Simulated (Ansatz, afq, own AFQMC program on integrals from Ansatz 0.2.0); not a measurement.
## Where AFQMC and coupled cluster stand for YClO, triplet

```xyz
3

Y     0.0000   -0.3773   -0.5479
O     0.0000    1.0930   -1.9797
Cl    0.0000    0.4528    2.2673
```

Connectivity, by distances: O–Y–Cl.

Basis def2-SVP with its core potentials. Only valence electrons are correlated. AFQMC by an in-house program on the Cholesky factors that Ansatz 0.2.0 writes for its CCSD(T) run. The CISD trial takes its coefficients from CCSD amplitudes. Released means that phaseless walkers are propagated on without the constraint, phases kept. Error bars are statistical, one sigma. No spin–orbit coupling. The metal's outer-core s and p shells are frozen, which shifts wave-function levels against functionals.

Determinant: UHF, the one that the program's search chose, which needn't be the lowest solution. The geometry is a point of a scan.

No full CI on the walks' own integrals is used here; CCSDT(Q) serves as the reference and is uncertain by about the last step of the cluster series.

Cautions: no spin-orbit coupling; outer-core shells of the metal frozen; lower spins were not checked; higher spins were not checked.

```
T1 diagnostic                               : 0.0217
weight of the determinant in the CISD state : 0.877
⟨S²⟩ of the determinant                     : 2.006
size of the correlated space                : 16 electrons in 53 orbitals
```

Reference: CCSDT(Q), correlation energy -9.267 eV. The released energy is read at 1.80 1/Eh, later times being too noisy (meV from the phaseless value at times in 1/Eh: -10 ± 6 at 0.24, -9 ± 5 at 0.60, -20 ± 7 at 1.20, -14 ± 8 at 1.80, 8 ± 16 at 2.60).

| level | E − E(reference) (kcal/mol) | share of correlation (%) |
| --- | --- | --- |
| HF | 213.71 | 0.00 |
| MP2 | 20.87 | 90.23 |
| CCSD | 6.23 | 97.09 |
| CCSD(T) | 1.18 | 99.45 |
| CCSDT | 0.55 | 99.74 |
| ph-AFQMC/HF | -1.11 ± 0.74 | 100.52 |
| ph-AFQMC/CISD | 0.47 ± 0.12 | 99.78 |
| released AFQMC | 0.16 ± 0.20 | 99.93 |

A walk keeps the symmetry of its determinant, which the program's search chose and which needn't be the lowest solution, so a lower state of the same spin and another symmetry isn't excluded. Released energies are given only where the last usable release times agree within the noise; a slower fall can still hide under it.
